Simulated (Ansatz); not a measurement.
A structure drawn as `BOB`, with this starting geometry:

```xyz
7

B     0.226   -1.070   -0.260
O     0.835   -0.027    0.472
B    -0.079    1.069    0.313
H     0.426   -1.264   -1.393
H    -0.503   -1.888    0.304
H    -0.938    1.293    1.138
H     0.035    1.887   -0.573
```

The species carries charge 0 and has multiplicity 1.

Problem. Relax it with Ansatz at PBE-D4/def2-SVP and then PBE0-D4/def2-TZVP. Is the drawn bonding still there?

Solution. Yes, every drawn bond is still there and no new one forms.

Problem. Give the relaxed structure. (Best estimate.)

Solution. Ansatz gave: 
Z-matrix (Å, degrees):
```
B
O 1 1.365
H 1 1.196 2 117.4
H 1 1.199 2 119.7 3 180.0
B 2 1.365 1 124.6 3 179.9
H 5 1.199 2 119.7 1 -0.1
H 5 1.196 2 117.4 1 180.0
```
All modes are real.

Atoms count as bonded under 1.1 times the sum of their covalent radii (H–H under 0.85 Å, pairs among N, O and F under 1.55 Å), and a drawn bond as lost past 1.3 times.
